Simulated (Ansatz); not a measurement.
Other spins and charges of SiH⁻, singlet at one geometry

Geometry (PBE0/def2-TZVPD stationary point for this spin):

```yaml
atoms:
  - { symbol: Si, position_ang: [0.0000, 0.0000, 0.0000] }
  - { symbol: H, position_ang: [0.0000, 0.0000, 1.5576] }
```

Basis aug-cc-pVDZ; Ansatz 0.2.0. Only valence electrons are correlated (noble-gas cores frozen). R marks a restricted (for open shells ROHF) determinant.

Gaps are energies of the second state less the first, at fixed atoms, for a selection of the levels run; each method lands on the state that its own search finds for that charge and spin.

The determinant of the SiH⁻ singlet fills πx and πy unequally, so it is a mixture of Σ and Δ, which weighs on every level built on one determinant.

Removing an electron, to the doublet: 0.469 eV at full CI (singlet A1, doublet ion B1, in C2v).

By full CI's occupations no single determinant describes the singlet well.

| level | gap (eV) | error (meV) |
| --- | --- | --- |
| RHF | -0.462 | -931 |
| RMP2 | 0.160 | -309 |
| CISD | 0.117 | -352 |
| RCCSD | 0.245 | -224 |
| RCCSD(T) | 0.323 | -146 |
| BCCD(T) | 0.322 | -147 |
| RCCSDT* | 0.439 | -30 |
| RCCSDT(Q)* | 0.477 | 8 |

An asterisk marks runs whose energy the program itself flagged as in doubt.

Wrong sign: RHF.

Full CI is exact within this basis and frozen core; it isn't the basis-set limit.
